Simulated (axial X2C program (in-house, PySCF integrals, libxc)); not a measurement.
## Ionising BS

All values come from calculations with an axial X2C code built on PySCF integrals, spin-free (one-electron X2C) or two-component (2c: spin–orbit coupling with atomic mean-field Coulomb and Gaunt terms, which also bring small scalar terms), in Dyall basis sets with cores contracted in-house; open shells are unrestricted.

Basis sets: B dyall-v3z, S dyall-av3z. Frozen shells (counts by l): BS S 2s1p, B 1s, 9 electrons correlated; BS⁺ S 2s1p, B 1s, 8 electrons correlated. Coupled cluster in natural virtuals with an MP2 remainder. Where the outer core of a metal is frozen, bonds come out longer and ionisation energies lower.

```tsv
Hamiltonian	level	BS state	Re (Å)	ωe (cm⁻¹)	De (eV)
spin-free	HF	M_S = 1/2, Λ = 0	1.600	1251.3	4.01
spin-free	PBE0	M_S = 1/2, Λ = 0	1.610	1199.9	5.92
spin-free	MP2	M_S = 1/2, Λ = 0	1.612	1210.8	5.88
spin-free	CCSD	M_S = 1/2, Λ = 0	1.613	1203.3	5.27
spin-free	CCSD(T)	M_S = 1/2, Λ = 0	1.621	1176.5	5.53
2c	HF	Ω = 1/2	1.600	1250.9	4.00
2c	PBE0	Ω = 1/2	1.610	1199.6	5.92
2c	CCSD	Ω = 1/2	1.613	1203.0	5.26
2c	CCSD(T)	Ω = 1/2	1.621	1176.2	5.51
```

Adiabatic ionisation energy (minimum to minimum, no zero-point term) and constants of BS⁺:

```tsv
Hamiltonian	level	BS⁺ state	IE (eV)	Re (Å)	ωe (cm⁻¹)	De (eV)	fragments
spin-free	HF	M_S = 1, Λ = 1	9.89	1.699	999.1	2.16	S + B+
spin-free	PBE0	M_S = 1, Λ = 1	11.20	1.706	982.7	3.36	S + B+
spin-free	MP2	M_S = 1, Λ = 1	11.19	1.703	1012.7	2.95	S + B+
spin-free	CCSD	M_S = 1, Λ = 1	11.02	1.712	964.3	2.44	S + B+
spin-free	CCSD(T)	M_S = 1, Λ = 1	11.13	1.718	951.3	2.62	S + B+
2c	HF	Ω = 2	9.87	1.699	998.7	2.17	S + B+
2c	PBE0	Ω = 2	11.18	1.706	982.3	3.38	S + B+
2c	CCSD	Ω = 2	11.00	1.712	963.8	2.44	S + B+
2c	CCSD(T)	Ω = 2	11.11	1.719	950.8	2.62	S + B+
```

Q: Add the zero-point terms to the ionisation energy at CCSD(T), 2c, and say whether the electron removed was bonding.

A: IE0 = IE + (ωe⁺ − ωe)/2 = 11.11 + (-0.014) = 11.10 eV. Re changes by 0.098 Å, so the bond lengthens, as on loss of a bonding electron.

Q: Close the cycle De(BS⁺) + IE(BS) = De(BS) + IE(B) to find the atomic ionisation energy at CCSD(T), 2c.

A: IE(B) = 2.62 + 11.11 − 5.51 = 8.22 eV, for the determinants used.

Each entry is the lowest single determinant of a limited PBE0 search at one distance. De goes to single-determinant-based atoms at the same level (for ions the charge split of lowest energy) and is withheld (n/a) where an atom does not fit its ground term or J level. Main or longest-lived isotopes. One determinant is a doubtful description, or other states lie close, for BS, BS⁺; these need not be ground states, and all values refer to the states named. Some open-shell Ω = 0 determinants are out of reach, so the Ω given for BS⁺ need not be the lowest component. With several unpaired electrons the Ω given is that of one determinant, not necessarily of the lowest component. Some light 2c atoms are not at their ground J level, so De misses part of their lowering (0.04 eV or less). The functionals have no current term, which raises determinants with orbital currents.
